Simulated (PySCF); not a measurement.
Gas-phase reaction: 3 HPO3 ⇌ 3 HPO2 + O3

Energies from PySCF (xtb for GFN2), thermal terms from the rigid-rotor harmonic-oscillator model, ideal gas at 1 bar. † marks an energy on the PBE0/def2-TZVP geometry and frequencies; other levels use their own. MP2 freezes the core. All species are closed-shell singlets. HPO3, HPO2: computed as isolated molecules; such fragments, hydroxides, amides, oligomers or adducts are transient or little studied in the gas. MP2 isn't extrapolated to the basis-set limit. Strong static correlation: O3.

| level | ΔH°(298 K), kJ |
|---|---|
| BLYP/def2-TZVP† | 747 |
| GFN2-xTB | ___ |
| HF/def2-TZVP† | ___ |
| M06-2X/def2-TZVP† | 910 |
| MP2/def2-SVP† | ___ |
| PBE/def2-SVP | 654 |
| PBE/def2-TZVP† | 782 |
| PBE0/def2-QZVP† | ___ |
| PBE0/def2-TZVP | 877 |
| ωB97X-V/def2-TZVP† | 881 |

Q: Some entries are withheld; supply them.

A: 
- GFN2-xTB, ΔH°(298 K), kJ: 749
- HF/def2-TZVP†, ΔH°(298 K), kJ: 1043
- MP2/def2-SVP†, ΔH°(298 K), kJ: 738
- PBE0/def2-QZVP†, ΔH°(298 K), kJ: 881
